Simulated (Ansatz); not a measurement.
We consider fluorite CeO2, described by PBE0 in Ansatz (PAW).

Run with plane-wave cutoff 460 eV, 8×8×8 k mesh, Fermi–Dirac smearing 0.01 eV, no spin polarisation, scalar-relativistic PAW data made under PBE.

Response to compression and expansion:

| V (Å³/atom) | P (GPa) | direct gap at Γ (eV) | smallest gap on the k mesh (eV) |
|---|---|---|---|
| 12.430 | 12.11 | 5.966 | 4.616 |
| 12.757 | 5.71 | 5.765 | 4.506 |
| 13.171 | -1.25 | 5.504 | 4.367 |
| 13.411 | -4.79 | 5.353 | 4.288 |
| 13.739 | -9.08 | 5.156 | 4.183 |

The fundamental gap (4.39 eV at the equilibrium volume, with added k points) lies elsewhere than Γ–Γ.

Measured, for comparison: band gap 3 eV (temperature not stated, no zero-point or thermal correction, O 2p to Ce 4f, our sources range from 3.00 to 3.20; as tabulated in Tran et al. (2019), arXiv:1908.01820).

Spin–orbit coupling is not included.

Ansatz is an electronic-structure program.
